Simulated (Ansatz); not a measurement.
# BH₇OSi: small, medium and large basis sets

One table from this session's results is given with a row withheld; the runs are named, their logs left out.

Program: Ansatz 0.2.0, Gaussian basis. Level of theory: one geometry, several basis sets. These are calculated values, not measurements.

Levels to be run: PBE0-D4/def2-SVP; ωB97M-V/def2-SVP; PBE0-D4/def2-QZVPP; ωB97M-V/def2-QZVPP; the functionals' def2-TZVPP values are taken from earlier runs.

### Structure used throughout

An earlier PBE0-D4 in a triple-zeta def2 set relaxation fixed the geometry.

SMILES `[BH3-][OH+][SiH3]`, 10 atoms, charge 0, spin multiplicity 1.

Atoms are counted from 1 here; the program's logs count them from 0.

Bond lengths: B1–O2 1.654 Å, B1–H4 1.208 Å, B1–H5 1.203 Å, B1–H6 1.218 Å, O2–Si3 1.699 Å, O2–H7 0.960 Å, Si3–H8 1.476 Å, Si3–H9 1.473 Å, Si3–H10 1.486 Å. Angles: O2–B1–H4 104.8°, O2–B1–H5 105.5°, O2–B1–H6 100.1°, H4–B1–H5 116.3°, H4–B1–H6 113.5°, H5–B1–H6 114.3°, B1–O2–Si3 110.3°, B1–O2–H7 114.0°, Si3–O2–H7 119.7°, O2–Si3–H8 110.6°, O2–Si3–H9 106.9°, O2–Si3–H10 104.0°, H8–Si3–H9 113.4°, H8–Si3–H10 110.3°, H9–Si3–H10 111.2°.

The first run:

The input, in.yaml:

```yaml
crystal:
  periodic: [false, false, false]
  atoms:
    - {symbol: B, position_ang: [-1.052076, 0.637004, -0.702980]}
    - {symbol: O, position_ang: [0.558349, 0.314431, -0.508694]}
    - {symbol: Si, position_ang: [0.810141, -0.603398, 0.898896]}
    - {symbol: H, position_ang: [-1.439894, -0.189409, -1.493539]}
    - {symbol: H, position_ang: [-1.110208, 1.783958, -1.060067]}
    - {symbol: H, position_ang: [-1.447197, 0.444886, 0.432858]}
    - {symbol: H, position_ang: [1.008469, 0.072564, -1.321834]}
    - {symbol: H, position_ang: [-0.076575, -1.783492, 0.914423]}
    - {symbol: H, position_ang: [0.601358, 0.300844, 2.042154]}
    - {symbol: H, position_ang: [2.230834, -1.028487, 0.801584]}
basis:
  gaussian: {orbitals: def2-SVP}
hamiltonian: {xc: pbe0, dispersion: d4}
output: {orbitals: {seedname: orbitals}}
```

Started as:

```console
ansatz run in.yaml --threads 4 --pin off --events-out ev --progress --plain --max-ram 10444MiB
```

Steps of the session up to this table: PBE0-D4 in def2-SVP; ωB97M-V in def2-SVP; PBE0-D4 in def2-QZVPP; ωB97M-V in def2-QZVPP.

One table of the session follows, with a row left open; its other results are not shown here.

It belongs to the step «Density functionals: the series». 

| functional | basis | HOMO (eV) |
| --- | --- | --- |
| PBE0-D4 | def2-SVP | -7.96 |
| PBE0-D4 | def2-TZVPP | -8.09 |
| PBE0-D4 | def2-QZVPP | -8.10 |
| ωB97M-V | def2-SVP | -10.27 |
| ωB97M-V | def2-TZVPP | ? |
| ωB97M-V | def2-QZVPP | -10.47 |

**Question.** Estimate the row for ωB97M-V, def2-TZVPP.

As computed: HOMO (eV): -10.46. In the column «HOMO (eV)» it lies between ωB97M-V, def2-QZVPP (-10.47) and ωB97M-V, def2-SVP (-10.27).
